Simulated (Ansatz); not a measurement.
# CF+ (triplet): from Hartree-Fock to the top rungs at distance C1–F2 = 2.631 Å, 6-31G

One table from this session's results is given with a row withheld; the runs are named, their logs left out.

Computed with Ansatz 0.2.0, Gaussian basis. Level: 6-31G, core rule «outside noble gas», up to 2 orbitals frozen.

The runs, in order: UHF; CCSD(T) on ROHF; CCSD(T) on UHF; BCCD(T) on ROHF; CISD as a restricted active space (open shells left free, so some higher excitations enter); CCSDT(Q) on ROHF; CCSDT(Q) on UHF; CISDTQ; CCSDTQ on ROHF; CCSDTQ on UHF; CASSCF and MRCISD+Q, 4 electrons in 4 orbitals; CASSCF and NEVPT2, 4 electrons in 4 orbitals; CASSCF and MRCISD+Q, 10 electrons in 8 orbitals; CASSCF and NEVPT2, 10 electrons in 8 orbitals; Full CI.

19 further runs of the same task are left out: 17 that didn't finish, 2 set aside as unsound or not needed. Runs told in other sessions of the task aren't counted.

## The geometry

The geometry derives from a PBE0/def2-TZVP stationary point (not a proven minimum). One bond is set to the value named and the two fragments are kept rigid.

2 atoms, charge 1, spin multiplicity 3.

Atoms are counted from 1 here; the program's logs count them from 0.

No contacts short enough for the rule that draws bonds.

As a file:

```xyz
2
charge 1, multiplicity 3
C     0.00000    0.00000    0.00000
F     0.00000    0.00000    2.63100
```

Set-up of the first run:

The input, in.yaml:

```yaml
crystal:
  periodic: [false, false, false]
  atoms:
    - {symbol: C, position_ang: [0.000000, 0.000000, 0.000000]}
    - {symbol: F, position_ang: [0.000000, 0.000000, 2.631000]}
basis:
  gaussian: {orbitals: 6-31G}
total_charge: 1
magnetization: {spin_polarized: true, initial_magnetization: 2}
hamiltonian: {xc: hf}
output: {orbitals: {seedname: orbitals}}
```

The run is started by

```console
$ ansatz run in.yaml --threads 1 --pin off --events-out ev --progress --plain --max-ram 2393MiB
```

Steps of the session up to this table: UHF; CCSD(T) on ROHF; CCSD(T) on UHF; BCCD(T) on ROHF; CISD as a restricted active space (open shells left free, so some higher excitations enter); CCSDT(Q) on ROHF; CCSDT(Q) on UHF; CISDTQ; CCSDTQ on ROHF; CCSDTQ on UHF; CASSCF and MRCISD+Q, 4 electrons in 4 orbitals; CASSCF and NEVPT2, 4 electrons in 4 orbitals; CASSCF and MRCISD+Q, 10 electrons in 8 orbitals; CASSCF and NEVPT2, 10 electrons in 8 orbitals; Full CI.

One table of the session follows, with a row left open; its other results are not shown here.

It belongs to the step «Misses and costs». 

| method | from FCI (kcal/mol) |
| --- | --- |
| ROHF | +86.43 |
| UHF | +85.71 |
| RMP2 | +18.61 |
| UMP2 | +18.38 |
| CISD | +4.99 |
| RCCSD | +0.99 |
| UCCSD | +0.98 |
| RCCSD(T) | +0.41 |
| UCCSD(T) | +0.40 |
| BCCD(T) | ? |
| RCCSDT | +0.20 |
| UCCSDT | +0.18 |
| CISDTQ | +0.32 |
| RCCSDT(Q) | +0.14 |
| UCCSDT(Q) | +0.12 |
| RCCSDTQ | +0.02 |
| UCCSDTQ | +0.01 |
| FCI | 0 |

Q: Estimate the row for BCCD(T) from the others.

The run gave: from FCI (kcal/mol): +0.39. In the column «from FCI (kcal/mol)» it lies between CISDTQ (+0.32) and UCCSD(T) (+0.40).

Not comparable, so not listed: CASSCF and MRCISD+Q, 4 electrons in 4 orbitals (they don't share determinant, frozen orbitals or solution with the rows shown, or repeat one).

Caveats from the session: Left out of the table: CASSCF pair, NEVPT2 pair, CASSCF valence, NEVPT2 valence, MRCISD valence, MRCISD+Q valence (the active space lost an orbital or holds another state than full CI finds). The program flags RCCSDTQ, UCCSDTQ as in doubt, so read those rows with care; the flags are other amplitudes. Levels on UHF freeze UHF's core orbitals, full CI those of ROHF, so the U rows can settle a little off it for that reason alone. Restricted and unrestricted rows rest on different reference determinants; a gap between their highest levels can come from leftover correlation error, from unlike frozen cores or from another state. Warnings in the runs' records: passed over end.
